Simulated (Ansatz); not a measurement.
BNH3, quartet: from triple and quadruple zeta to the limit

```xyz
5

B    -1.2927    0.0000    0.0000
H    -1.8894    1.0336    0.0000
H    -1.8894   -1.0336    0.0000
H     0.1293    0.0000    0.0000
N     1.2603    0.0000    0.0000
```

Connectivity, by distances: BH2 ··· N, 1 bridging H.

Ansatz 0.2.0, UHF determinant, valence electrons correlated. Energies in eV.

| set | X | functions | Hartree–Fock | MP2 correlation | CCSD(T) correlation | time |
| --- | --- | --- | --- | --- | --- | --- |
| def2-TZVPP | 3 | 104 | -2196.5082 | -6.2718 | -7.5292 | 4.8 s on 1 × NVIDIA H100 80GB HBM3 with 1 thread of AMD EPYC 7R13 Processor (Zen 3), with other jobs on the host |
| def2-QZVPP | 4 | 204 | -2196.6070 | -6.7291 | -7.9223 | 7.5 s on 1 × NVIDIA H100 80GB HBM3 with 1 thread of AMD EPYC 7R13 Processor (Zen 3), with other jobs on the host |

Hartree–Fock is taken to follow E(X) = E∞ + A·exp(−7.88·√X), correlation E(X) = E∞ + B·X^−2.97.

Cautions: lower spins were not checked.

Work out the CCSD(T) energy at the limit, and how far the shortcut misses it that extrapolates MP2 and adds CCSD(T) minus MP2 from the smaller set.

Hartree–Fock: E∞ = E4 + 0.1377·(E4 − E3) = -2196.6207. Correlation: E∞ = E4 + 0.7407·(E4 − E3) = -8.2134 for CCSD(T) and -7.0678 for MP2. The limit is -2204.8341 eV, 0.305 eV below def2-QZVPP. The shortcut gives a correlation energy of -7.0678 + (-1.2573) = -8.3251, 112 meV lower than the direct value.
